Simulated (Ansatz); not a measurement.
Working through a geometry optimisation of LiP (charge +1)

With Ansatz 0.2.0, Python API.

Notebook, run cell by cell (the value of a cell's last expression is shown):

In [1]:
```python
import warnings

import ansatz as az
from ase import Atoms
import numpy as np
```

In [2]:
```python
warnings.simplefilter('ignore', az.DeckWarning)
```

In [3]:
```python
atoms = Atoms(['Li', 'P'], positions=[
    [0.0, 0.0, 0.0],
    [0.0, 0.0, 2.45],
])
molecule = az.Crystal.molecule_from_ase(atoms)
```

In [4]:
```python
base = (
    molecule.calculation()
    .basis(gaussian='6-31G*')
    .functional('PBE0')
    .charge(1)
    .spin('collinear', total=1)
)
symbols = [site.symbol for site in molecule.cartesian_sites]
start = np.array([site.position_ang for site in molecule.cartesian_sites], dtype=float)
data = base.relax(force_tolerance=0.005).run(threads=1, pin='off').report
end = np.array(data['positions_ang'])

for key in ('converged', 'free_energy_ev', 'reference_energy_ev', 'n_frozen', 'n_occupied', 'n_virtual'):
    print(f'{key:22s} {data[key]}')
```
```text
converged              True
free_energy_ev         -9479.534472778567
reference_energy_ev    -9479.534472778567
n_frozen               0
n_occupied             [9, 8]
n_virtual              [25, 26]
```

In [5]:
```python
print('final positions (A) and the move of each atom')
for symbol, xyz, old in zip(symbols, end, start):
    print(f'{symbol:2s} {xyz[0]:10.5f} {xyz[1]:10.5f} {xyz[2]:10.5f}   {np.linalg.norm(xyz - old):7.4f}')
```
```text
final positions (A) and the move of each atom
Li    0.00000   -0.00000   -0.10068    0.1007
P    -0.00000    0.00000    2.55068    0.1007
```

Total energies depend on the basis set; only differences at equal settings carry meaning. The end point is the stationary point reached from this start; no frequency run checks that it is a minimum, and the basis set is modest. The species is open-shell (spin multiplicity 2). The expectation value of S² is noticeably off S(S+1) in at least one run, so that state is spin-contaminated. The spin state was assumed, and another may lie lower. Wall time of the script: 5.5 s on 1 thread of Intel(R) Xeon(R) 6975P-C (Granite Rapids), on a shared host, peak memory 0.18 GiB.

(Lines on the test bed's own set-up are left out of the output.)
